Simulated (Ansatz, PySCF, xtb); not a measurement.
Homolysis of single bonds, series Sn OH-H. Gas-phase values, no solvent. One relaxed conformer stands for each flexible species; it need not be the lowest. Strings in code marks are SMILES.

Quantity: homolytic bond dissociation enthalpy at 298 K (no spin–orbit term), in kcal/mol. Enthalpy corrections at 298 K come from GFN2-xTB frequencies (xtb).

Level 1: frozen-core MP2/def2-TZVPP // r2SCAN-D4/def2-TZVP (Ansatz, a quantum-chemistry and plane-wave program)
Level 2: B3LYP/6-311+G** (LANL2DZ on Sn) // r2SCAN-D4/def2-TZVP (PySCF)
Level 3: B3LYP/6-31G* (LANL2DZ on Sn) // r2SCAN-D4/def2-TZVP (PySCF)
Level 4: PBE/6-31G* (LANL2DZ on Sn) // r2SCAN-D4/def2-TZVP (PySCF)

```csv
species,level 2,level 3,level 4
"O–Sn bond of `[OH][Sn]([OH])([OH])[OH]`, giving `[OH]` and `[OH][Sn]([OH])[OH]`",86.4,94.3,94.9
"O–Sn bond of `[OH][SnH3]`, giving `[OH]` and `[SnH3]`",86.2,86.0,88.5
```

Question: What does level 1 give for each?

Answer: 
- O–Sn bond of `[OH][Sn]([OH])([OH])[OH]`, giving `[OH]` and `[OH][Sn]([OH])[OH]`: 97.3
- O–Sn bond of `[OH][SnH3]`, giving `[OH]` and `[SnH3]`: 94.5
